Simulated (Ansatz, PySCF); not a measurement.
System: trans-ethylamine, C₂H₇N, net charge 0, singlet state. 
Structure (B3LYP-D3(BJ)/def2-TZVP (Ansatz, an electronic-structure program) minimum search):
```
C
H 1 1.0932
H 1 1.0932 2 106.13
N 1 1.4627 2 107.63 3 115.01
H 4 1.0142 1 110.48 2 64.07
H 4 1.0142 5 106.70 1 -120.14
C 1 1.5281 2 109.64 3 -118.33
H 7 1.0931 1 110.87 2 -62.07
H 7 1.0931 8 107.82 1 121.53
H 7 1.0933 8 107.89 9 116.28
```


Property: enthalpy of formation at 298 K (from the atomisation energy, B3LYP-D3(BJ)/def2-TZVP harmonic zero-point and thermal terms from PySCF, and the atoms' enthalpies of formation in the G2/97 table; no spin-orbit terms, and no core term in the frozen-core levels), in kcal/mol. Cores are frozen in the correlated levels unless marked. UHF or UKS for open shells. Spin-orbit coupling is left out. No relativistic terms. The coupled-cluster limit lacks core correlation, which all-electron functionals hold. Basis-set limits of correlation are two-point, X^-3; Hartree-Fock from the larger set. [CCSD(T)-MP2]/basis is that difference in the basis named.

Measured: -11.3 kcal/mol (G2/97 table in ASE (Curtiss et al.)); it holds spin-orbit and relativistic effects, and any other conformers, which these rows lack, and core correlation, which the frozen-core levels lack. This is an older compilation, not checked against later work.

```csv
level,program,enthalpy of formation at 298 K (kcal/mol),error against measurement
HF-D3(BJ)/def2-TZVPD,PySCF + dftd3,198.4,209.7
revPBE/def2-TZVPD,Ansatz,3.6,14.9
r2SCAN/def2-TZVPD,Ansatz,-7.1,4.2
B3LYP-D3(BJ)/def2-TZVPD,Ansatz + dftd3,-15.0,-3.7
PBE0/6-31G*,Ansatz,-8.5,2.8
PBE0-D3(BJ)/def2-TZVPD,Ansatz + dftd3,-13.5,-2.2
TPSSh-D4/def2-TZVPD,PySCF + dftd4,-16.3,-5.0
B2GP-PLYP-D3(BJ)/def2-TZVPD,Ansatz + dftd3,1.1,12.4
B2GP-PLYP-D4/def2-TZVPD,Ansatz + dftd4,1.5,12.8
B2PLYP/def2-TZVPD,Ansatz,-0.5,10.8
RI-MP2/aug-cc-pVQZ,Ansatz,-8.5,2.8
RI-MP2/cc-pVTZ,Ansatz,6.9,18.2
SCS-MP2/6-31G*,Ansatz,74.3,85.6
CCSD/cc-pVTZ,Ansatz,20.5,31.8
"RI-MP2/CBS(aug-cc-pVTZ,aug-cc-pVQZ)+[CCSD(T)-MP2]/aug-cc-pVTZ",Ansatz,-11.7,-0.4
```
